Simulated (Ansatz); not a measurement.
## Cost against result

Saddle point of CH$_{7}$ClSi, singlet (SiH₃Cl ([SiH3][Cl]) + CH₄ → CH₆Si ([CH3][SiH3]) + HCl; bonds formed: Si1–C7, Cl2–H6; bonds broken: Si1–Cl2, H6–C7), PBE0-D4/def2-TZVP structure:

Si1  (-0.978, 0.148, -0.374)
Cl2  (0.352, -1.582, -1.717)
H3  (-0.973, 0.874, -1.654)
H4  (-1.398, 1.176, 0.633)
H5  (-1.851, -1.005, -0.100)
H6  (0.670, -0.571, -0.313)
C7  (0.872, 0.158, 0.684)
H8  (1.851, -0.337, 0.641)
H9  (0.420, -0.086, 1.643)
H10  (1.035, 1.226, 0.557)
(Å)

Barriers are electronic and count from the start structure reached by relaxing down the imaginary mode.

Program: Ansatz 0.2.0. Basis: as named in each row. Cores are frozen in the correlated methods. B3LYP uses VWN-RPA correlation. Extrapolation: Hartree–Fock as exp(−7.88 √X), correlation as X^−2.97.

Times are rough, for one single point on 4 threads of a shared host (Arm Neoverse V1).

The estimate by CCSD(T) at an estimated basis limit (MP2 extrapolated from triple and quadruple zeta, plus CCSD(T) − MP2 in triple zeta) is 2.847 eV.

```
      method       basis  time (s)  barrier (eV)  method less estimate
          HF      STO-3G   under 1         5.201                 2.354
      PBE-D4      STO-3G   under 1         3.585                 0.738
       SPW92    def2-SVP   under 1         2.162                -0.686
    B3LYP-D4       6-31G   under 1         2.800                -0.047
      PBE-D4    def2-SVP   under 1         2.508                -0.339
     PBE0-D4    def2-SVP   under 1         2.689                -0.158
       SPW92  def2-TZVPP         1         2.095                -0.752
     CCSD(T)    def2-SVP         1         3.224                 0.377
      PBE-D4  def2-TZVPP         2         2.459                -0.388
     BLYP-D4  def2-TZVPP         2         2.690                -0.158
     PBE0-D4  def2-TZVPP         2         2.627                -0.220
    B3LYP-D4  def2-TZVPP         2         2.811                -0.036
    BHLYP-D4  def2-TZVPP         2         3.014                 0.166
CAM-B3LYP-D4  def2-TZVPP         2         2.879                 0.032
     wB97M-V    def2-SVP         2         2.852                 0.005
   r2SCAN-D4  def2-TZVPP         3         2.622                -0.225
  RPA on PBE  def2-TZVPP         3         2.942                 0.095
      B2PLYP  def2-TZVPP         3         2.912                 0.065
    PBE-QIDH  def2-TZVPP         3         2.788                -0.060
  r2SCAN0-D4  def2-TZVPP         3         2.725                -0.122
     wB97X-V  def2-TZVPP         5         2.857                 0.010
     wB97M-V  def2-TZVPP         6         2.792                -0.055
      B97M-V  def2-TZVPP         6         2.838                -0.009
         MP2  def2-QZVPP        11         2.807                -0.040
     CCSD(T)  def2-TZVPP        34         2.912                 0.065
```

All methods are single points on the PBE0-D4 structures.

No T1 diagnostic of these runs exceeds 0.011.

Labels in which every atom is bracketed show which atoms are joined, not bond orders.
